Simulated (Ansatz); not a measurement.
C5H10O2 can be A, `CC1CCOCO1`, or B, `CC(C)(C)C(=O)O`.

Computed with Ansatz on PBE0-D4/def2-TZVP structures; ΔE is electronic, products minus reactants. CCSD(T)/CBS is the MP2 limit (def2-TZVPP, def2-QZVPP) plus CCSD(T) − MP2 in def2-TZVPP, frozen cores. DFT in def2-TZVPP. B3LYP here is the variant with VWN-RPA as its local correlation; programs differ in this. Each species was taken in one conformer, which may not be the lowest.

Q: Which isomer does CCSD(T)/CBS put lower? Give the gap. (Best estimate.)

A: Computed: B, by 118.4 kJ/mol.

Q: Give E(B) − E(A) in kJ/mol with B2PLYP, B3LYP, CCSD/def2-TZVPP, MP2/def2-TZVPP, HF/def2-TZVPP, ωB97M-V, B3LYP-D4. (Best estimate.)

A: Ansatz gave: B2PLYP -123.8, B3LYP -119.9, CCSD/def2-TZVPP -115.9, MP2/def2-TZVPP -128.8, HF/def2-TZVPP -115.7, ωB97M-V -119.0, B3LYP-D4 -121.5. None reverses the order clearly.

Largest T1 diagnostic: 0.013.

In def2-TZVPP, CCSD(T) changes the Hartree–Fock value by −4.0 kJ/mol (the triples alone add −3.8 kJ/mol) and MP2 by −13.1 kJ/mol. From PBE to PBE0 (25 % exact exchange), in def2-TZVPP and without D4, E(B) − E(A) moves by +8.8 kJ/mol.
